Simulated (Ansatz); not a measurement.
**BH₆NSi: Born-Oppenheimer dynamics**

The task is to watch the atoms for 30 steps of 0.75 fs, started with velocities for 1500 K and run with a Nosé-Hoover thermostat.

Computed with Ansatz 0.2.0, Gaussian basis. Level: PBE0-D4/def2-SVP.

## Step 1: Starting geometry

SMILES `NB[SiH3]`, 9 atoms, charge 0, spin multiplicity 1.

Atoms are counted from 1 here; the program's logs count them from 0.

Bond lengths: N1–B2 1.381 Å, N1–H4 1.007 Å, N1–H5 1.008 Å, B2–Si3 1.961 Å, B2–H6 1.178 Å, Si3–H7 1.477 Å, Si3–H8 1.473 Å, Si3–H9 1.473 Å. Angles: B2–N1–H4 123.8°, B2–N1–H5 124.3°, H4–N1–H5 111.9°, N1–B2–Si3 120.6°, N1–B2–H6 115.9°, Si3–B2–H6 123.5°, B2–Si3–H7 113.9°, B2–Si3–H8 114.9°, B2–Si3–H9 114.2°, H7–Si3–H8 104.2°, H7–Si3–H9 104.0°, H8–Si3–H9 104.5°.

Coordinates:

```xyz
9
charge 0, multiplicity 1
N    -0.8569    0.7655   -1.1322
B    -0.0032    0.8074   -0.0481
Si    0.6031   -0.8491    0.8084
H    -1.2070   -0.0876   -1.5376
H    -1.2044    1.5809   -1.6130
H     0.3220    1.8816    0.3102
H     0.1961   -2.0757    0.0927
H     2.0636   -0.9773    0.9452
H     0.0866   -1.0457    2.1743
```

## Step 2: Dynamics

Contents of md/in.yaml:

```yaml
crystal:
  periodic: [false, false, false]
  atoms:
    - {symbol: N, position_ang: [-0.856920, 0.765550, -1.132170]}
    - {symbol: B, position_ang: [-0.003200, 0.807360, -0.048070]}
    - {symbol: Si, position_ang: [0.603100, -0.849120, 0.808380]}
    - {symbol: H, position_ang: [-1.206960, -0.087620, -1.537630]}
    - {symbol: H, position_ang: [-1.204350, 1.580880, -1.613020]}
    - {symbol: H, position_ang: [0.321970, 1.881620, 0.310240]}
    - {symbol: H, position_ang: [0.196070, -2.075680, 0.092750]}
    - {symbol: H, position_ang: [2.063630, -0.977270, 0.945240]}
    - {symbol: H, position_ang: [0.086640, -1.045720, 2.174280]}
basis:
  gaussian: {orbitals: def2-SVP}
hamiltonian: {xc: pbe0, dispersion: d4}
md: {n_steps: 30, timestep: 0.75, temperature: 1500, ensemble: nvt_nose_hoover, seed: 127, initial_velocities: maxwell_boltzmann}
```

Launch:

```sh
$ ansatz run in.yaml --threads 2 --pin off --events-out ev --progress --plain --max-ram 3481MiB
```

Before running it: what results should come out? Wanted: temperature at the start; mean temperature, second half; lowest and highest potential energy, from the first frame; largest change of potential + kinetic.

**Answer**, as computed:

```
                                                 quantity              value
                                                   length  30 steps, 22.5 fs
                                 temperature at the start             1500 K
                            mean temperature, second half              818 K
lowest and highest potential energy, from the first frame     0 and 1075 meV
                    largest change of potential + kinetic           32.5 meV
```

The thermostat trades energy with the molecule, so the sum of potential and kinetic energy isn't conserved: it changes by +32 meV over the run. The mean temperature of the second half is still well below the 1500 K set. With 9 atoms the instant temperature spans 344 to 1500 K. The bonding pattern stays as it was.
